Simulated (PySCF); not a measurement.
Series: triple bonds. All species are isolated molecules in the gas phase. Strings in code marks are SMILES.

The S1 excitation (TDA) from two functionals at the same geometries (PBE0-D4/def2-TZVP), both in PySCF: PBE-D3(BJ)/def2-TZVP and B3LYP-D3(BJ)/def2-TZVP. B3LYP has the VWN-RPA correlation part, as in Gaussian. Excitations are Tamm–Dancoff values on a coarser integration grid. The basis has no diffuse functions, so Rydberg states are missing or too high.

```csv
species,B3LYP-D3(BJ)/def2-TZVP (eV)
`B=O`,7.96
`[O+]#[Si-]`,5.35
`[Si-]#[S+]`,4.08
`[O+]#[Ge-]`,4.70
```

Task: What does PBE-D3(BJ)/def2-TZVP give for each?

Result: 
- `B=O`: 7.94
- `[O+]#[Si-]`: 5.29
- `[Si-]#[S+]`: 4.09
- `[O+]#[Ge-]`: 4.76
Over these rows, drawn at random from the members with no instability flagged (it was tested for open shells, ions and some series alone), PBE minus B3LYP-D3(BJ): mean 0.00 eV, from -0.06 eV to +0.05 eV.
